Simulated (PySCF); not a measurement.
A structure optimised at PBE0-D3(BJ)/def2-SVP (Å):
```
atom  x, y, z in Å
F1     1.3807    1.0194   -1.0672
C2     1.3557    0.5406    0.2149
C3     0.0475   -0.1553    0.4745
F4     0.0266   -0.6275    1.7529
C5    -1.2308    0.3411   -0.0960
C6    -0.6304   -0.9652   -0.5688
H7     2.1912   -0.1667    0.3550
H8     1.4797    1.3807    0.9198
H9    -1.1923    1.2027   -0.7671
H10   -2.1053    0.2865    0.5570
H11   -0.1802   -0.9996   -1.5641
H12   -1.1054   -1.8900   -0.2326
```

Neutral, closed shell.

(1) Read off the bonds between heavy atoms and their formal orders.

(2) Which species is it?

(3) Name the point group.

(4) Which rings does it hold (smallest set)?

(5) Describe the place of each heavy atom.

(6) What is the arrangement about C3?

(7) What is the arrangement about C2?

## Answers

(1) F1–C2 1.37 Å (single); C2–C3 1.50 Å (single); C3–F4 1.36 Å (single); C3–C5 1.49 Å (single); C5–C6 1.51 Å (single); C3–C6 1.48 Å (single). Bonds to hydrogen (Å): C2–H7 1.10; C2–H8 1.10; C5–H9 1.09; C5–H10 1.09; C6–H11 1.09; C6–H12 1.09.

(2) `FCC1(F)CC1`, C4H6F2. Among its features: C–F bond and cyclopropane ring.

(3) Cs (every atom within 0.08 Å of its image).

(4) C3–C5–C6 (3 members).

(5) F1: alkyl fluorine; C2: sp3 C–F carbon; C3: sp3 C–F carbon; F4: alkyl fluorine; C5/C6: three-membered-ring carbon.

(6) It has 4 neighbours (C2, F4, C5, C6) and has angles from 61.3° to 121.9°.

(7) It has 4 neighbours (F1, C3, H7, H8) and is tetrahedral (angles from 108.8° to 109.9°).

The numbers are calculated, not measured.
